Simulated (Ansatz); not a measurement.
**BHClF (triplet): relaxing a cheap start**

Where does this start of BHClF (triplet) end when it is relaxed?

Program: Ansatz 0.2.0, Gaussian basis. Level of theory: UKS PBE0/def2-TZVP. These are calculated values, not measurements.

### 1 Starting geometry

4 atoms, charge 0, spin multiplicity 3.

Atoms are counted from 1 here; the program's logs count them from 0.

Bond lengths: Cl1–B2 1.803 Å, B2–F3 1.398 Å, B2–H4 1.179 Å. Angles: Cl1–B2–F3 127.2°, Cl1–B2–H4 111.8°, F3–B2–H4 121.0°.

The start was built by rule and, where that kept it together, relaxed with GFN2-xTB. Sticks and bond lists go by distance. 

### 2 Relaxation

Contents of in.yaml:

```yaml
crystal:
  periodic: [false, false, false]
  atoms:
    - {symbol: Cl, position_ang: [-1.122151, -0.123275, -0.002830]}
    - {symbol: B, position_ang: [0.551732, 0.546793, 0.012328]}
    - {symbol: F, position_ang: [1.750844, -0.172677, -0.003795]}
    - {symbol: H, position_ang: [0.551235, 1.725954, 0.038853]}
basis:
  gaussian: {orbitals: def2-TZVP}
magnetization: {spin_polarized: true, initial_magnetization: 2}
hamiltonian: {xc: pbe0}
relax: {f_tol: 0.004, max_steps: 80}
```

The run is started by

```console
$ ansatz run in.yaml --threads 1 --pin off --events-out ev --progress --plain --max-ram 2176MiB
```

Q: Predict the outcome of this session. Wanted: energy gained; shift from the start; total energy; dipole moment; ⟨S²⟩.

As calculated:

| quantity | value |
| --- | --- |
| steps | 7 |
| energy gained | 0.321 eV |
| shift from the start (rms) | 0.168 Å |
| total energy | -15922.9326 eV |
| dipole moment | 1.69 D |
| ⟨S²⟩ | 2.007 |

The bonds of the start are those of the end. B2–H4 went from 1.179 to 1.278 Å. No vibrations were run, so this is a stationary point, not a proven minimum, and this spin need not be the ground state's.
